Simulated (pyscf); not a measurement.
One substitution at N on the doublet surface with elements of a group swapped. ωB97M-D3(BJ)/def2-TZVP, eV, from the separated reactants. Single points on ωB97X-D3(BJ)/def2-SVP structures (PySCF, gas phase).

```
step                                                                                            barrier  reaction energy  imaginary mode (i cm⁻¹)
----------------------------------------------------------------------------------------------  -------  ---------------  -----------------------
`[NH3]` + `[NH2][Si]([NH2])[NH2]` [doublet] → `[NH2][Si]([NH2])([NH2])[NH2]` + `[H]` [doublet]     0.67            -0.16                     1328
`[NH3]` + `[NH2][Sn]([NH2])[NH2]` [doublet] → `[NH2][Sn]([NH2])([NH2])[NH2]` + `[H]` [doublet]      [?]              [?]                     1365
```

Question: Complete the blanks.

Answer: 
- `[NH3]` + `[NH2][Sn]([NH2])[NH2]` [doublet] → `[NH2][Sn]([NH2])([NH2])[NH2]` + `[H]` [doublet], barrier: 1.91
- `[NH3]` + `[NH2][Sn]([NH2])[NH2]` [doublet] → `[NH2][Sn]([NH2])([NH2])[NH2]` + `[H]` [doublet], reaction energy: +1.68

Row 1: On the reactant side the descent ends in a complex (not fully relaxed), 0.22 eV under the separated species and 1.04 eV under the saddle at ωB97X-D3(BJ)/def2-TZVP. Row 2: On the reactant side the descent ends in a complex (not fully relaxed), 0.27 eV under the separated species and 2.08 eV under the saddle at ωB97X-D3(BJ)/def2-TZVP. Each row is the saddle that its search found. Elements past Kr carry the def2 core potentials, without spin-orbit coupling.
